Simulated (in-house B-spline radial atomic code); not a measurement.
RPA and G0W0 for Ar, [Ne] 3s2 3p6, as one setting changes: the highest l of the empty states. Start: r2SCAN. A dash marks a level of low quasi-particle weight. Computed with a B-spline radial code for spherical atoms: all electrons, non-relativistic, point nucleus, each spin shell either full or empty, empty states to the listed l with an (l + 1/2)⁻⁴ tail; G0W0 by contour deformation at full frequency.

| highest l of the empty states | RPA summed (Eh) | RPA extrapolated (Eh) | G0W0 level (eV) |
| --- | --- | --- | --- |
| 3 | -0.95028 | -1.0755 | 3p -15.395 |
| 4 | -1.0218 | -1.0984 | 3p -15.629 |
| 5 | ? | ? | ? |
| 6 | ? | ? | ? |
| 7 | -1.0702 | -1.0845 | 3p -15.596 |
| 8 | -1.0743 | -1.0838 | 3p -15.594 |
| 9 | -1.0767 | -1.0834 | 3p -15.593 |
| 10 | -1.0783 | -1.0831 | 3p -15.592 |
| 11 | -1.0793 | -1.0829 | 3p -15.591 |

What belongs in the row for 6?

RPA summed (Eh): -1.0633; RPA extrapolated (Eh): -1.086; G0W0 level (eV): 3p -15.601.

What belongs in the row for 5?

RPA summed (Eh): -1.05; RPA extrapolated (Eh): -1.0894; G0W0 level (eV): 3p -15.610.
